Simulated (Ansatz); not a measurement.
## C₃H₉NS, SMILES CNCSC: a single point in a Gaussian basis, step by step

Computed with the Python package of Ansatz (0.2.0).

The script reads `c3h9ns.xyz`:
```text
14

C    -1.46500    1.03740    1.31630
N    -0.72570    1.43310    0.13280
C     0.34400    0.51070   -0.10700
S    -0.12710   -0.93490   -1.00930
C     1.38040   -1.82060   -1.16340
H    -2.31660    1.83120    1.43010
H    -0.87760    1.10820    2.21800
H    -1.93920    0.11270    1.20480
H    -1.31360    1.41790   -0.65140
H     1.12850    1.01680   -0.68600
H     0.85190    0.21440    0.86470
H     1.24650   -2.74330   -1.66980
H     1.72650   -2.01830   -0.16970
H     2.07380   -1.19440   -1.68150
```

Notebook, run cell by cell (the value of a cell's last expression is shown):

**Cell 1**
```python
from dataclasses import dataclass
from pathlib import Path

import ansatz as az


@dataclass(frozen=True)
class RunConfig:
    basis_set: str = 'cc-pVDZ'
    functional: str = 'pbe'
    vdw: str = 'd3bj'
```

**Cell 2**
```python
opts = RunConfig()
```

**Cell 3**
```python
system = az.Crystal.molecule_from_extxyz('c3h9ns.xyz')
```

**Cell 4**
```python
calc = (
    system.calculation()
    .basis(gaussian=opts.basis_set)
    .functional(opts.functional, dispersion=opts.vdw)
    .orbitals()
)
result = calc.run(threads=1, pin='off', runs_dir='runs')
r = result.report
```

**Cell 5**
```python
r['published_state_doubts']
```
Output:
```text
[]
```

**Cell 6**
```python
r['positions_ang']
```
Output:
```text
[[-1.465, 1.0374, 1.3163], [-0.7257, 1.4331, 0.1328], [0.344, 0.5107, -0.107],
 [-0.1271, -0.9349, -1.0093], [1.3804, -1.8206, -1.1634], [-2.3166, 1.8312, 1.4301],
 [-0.8776, 1.1082, 2.218], [-1.9392, 0.1127, 1.2048], [-1.3136, 1.4179, -0.6514],
 [1.1285, 1.0168, -0.686], [0.8519, 0.2144, 0.8647], [1.2465, -2.7433, -1.6698],
 [1.7265, -2.0183, -0.1697], [2.0738, -1.1944, -1.6815]]
```

**Cell 7**
```python
print('reference energy %16.6f eV' % r['reference_energy_ev'])
print('total energy     %16.6f eV' % r['free_energy_ev'])
print('occupied orbitals outside the frozen core (up, down):', r['n_occupied'], ' frozen:', r['n_frozen'], ' virtual:', r['n_virtual'])

state = r['mean_field']['state']
print(f'mean field: {state["energy"]["hartree"]:.7f} Ha, <S^2> = {abs(state["spin_squared"]):.4f}, stability: {state.get("stability", {}).get("kind")}')
```
Output:
```text
reference energy    -15571.276762 eV
total energy        -15571.579107 eV
occupied orbitals outside the frozen core (up, down): [25, 25]  frozen: 0  virtual: [94, 94]
mean field: -572.2338664 Ha, <S^2> = 0.0000, stability: minimum
```

**Cell 8**
```python
lines = Path(r['orbitals_path']).read_text().splitlines()
field_of = lambda key: [line.split('=')[1].strip() for line in lines if line.startswith(key)]
orbitals = [(27.211386 * float(e), s, float(n)) for e, s, n in zip(field_of('Ene='), field_of('Spin='), field_of('Occup='))]
homo = max(e for e, _, n in orbitals if n > 0.5)
lumo = min(e for e, _, n in orbitals if n < 0.5)
for e, spin, n in sorted(orbitals):
    if homo - 10 < e < lumo + 5:
        print(f'{spin:6s} {e:10.3f} eV  occupation {n:.0f}')
```
Output:
```text
Alpha     -14.567 eV  occupation 2
Alpha     -11.987 eV  occupation 2
Alpha     -11.167 eV  occupation 2
Alpha     -10.977 eV  occupation 2
Alpha     -10.523 eV  occupation 2
Alpha     -10.183 eV  occupation 2
Alpha      -9.690 eV  occupation 2
Alpha      -9.114 eV  occupation 2
Alpha      -8.364 eV  occupation 2
Alpha      -7.289 eV  occupation 2
Alpha      -5.221 eV  occupation 2
Alpha      -4.629 eV  occupation 2
Alpha       0.448 eV  occupation 0
Alpha       1.106 eV  occupation 0
Alpha       1.860 eV  occupation 0
Alpha       2.000 eV  occupation 0
Alpha       2.089 eV  occupation 0
Alpha       2.505 eV  occupation 0
Alpha       2.747 eV  occupation 0
Alpha       3.117 eV  occupation 0
Alpha       3.244 eV  occupation 0
Alpha       3.726 eV  occupation 0
Alpha       4.014 eV  occupation 0
Alpha       4.611 eV  occupation 0
```

Caveats:
- Total energies depend on the basis set; only differences at equal settings carry meaning.
- The geometry is a force-field or estimated start, not a minimum of this method, and the basis set is short of its limit.
- Alpha marks a spatial orbital of a restricted run, filled by both spins.
- Total less reference energy is the dispersion correction.
- Levels such as HOMO and LUMO are orbital energies: with these approximate functionals they aren't the ionisation energy and electron affinity, and their gap isn't the fundamental gap.
- The whole script took 3.6 s on 1 thread of Arm Neoverse V2, with other jobs on the host, peak memory 0.22 GiB.
